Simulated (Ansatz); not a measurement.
## SiH3O (SMILES O[SiH2]): the energy, rung by rung

SiH3O: 5 atoms, total charge 0, spin state doublet. As SMILES, `O[SiH2]`. The shape is that of a GFN2-xTB optimisation. This is one conformer, not always the lowest.

```tsv
atom	x (Å)	y (Å)	z (Å)
O	0.5573	-0.4338	0.7985
Si	0.0019	0.3419	-0.5339
H	0.7257	-1.3707	0.8148
H	-1.2448	-0.2536	-1.0008
H	-0.0401	1.7160	-0.0786
```

Each level gives the energy change with the Si2–H5 bond stretched from 1.448 to 2.896 Å (eV). The values are calculated.

| level | kind | program | value (eV) | less FCI/STO-3G | CPU time (all runs) |
| --- | --- | --- | --- | --- | --- |
| USVWN5/STO-3G | LDA | Ansatz | 4.12 | +0.66 | 2.1 s |
| UPBE/STO-3G | GGA | Ansatz | 3.78 | +0.32 | 3.4 s |
| U-r2SCAN0/STO-3G | hybrid meta-GGA | Ansatz | 3.93 | +0.47 | 8.9 s |
| UPBE0/STO-3G | global hybrid | Ansatz | 3.90 | +0.44 | 3.6 s |
| U-wB97M-V/STO-3G | range-separated hybrid | Ansatz | 3.88 | +0.42 | 48 s |
| UB2PLYP/STO-3G | double hybrid | Ansatz | 3.72 | +0.26 | 4.3 s |
| RPA@PBE/STO-3G | RPA | Ansatz | 3.56 | +0.10 | 4.5 s |
| UCCSDTQ/STO-3G | coupled cluster or CI | Ansatz | 3.45 | -0.01 | 62 s |
| FCI/STO-3G | exact in the basis | Ansatz | 3.46 | 0.00 | 3.2 s |

FCI/STO-3G is exact within its basis and frozen core, so for wave-function methods in that basis the difference is their error; functionals converge differently with the basis, so for them it is only a difference. The first shape isn't each level's own minimum. The values span 3.45 to 4.12 eV. Spin contamination of the reference (⟨S²⟩ at least 0.1 too high) touches UCCSDTQ/STO-3G. All rows use very small basis sets, so none should be taken for the real molecule's value. CPU times are rough (shared hosts, several kinds of processor and program).
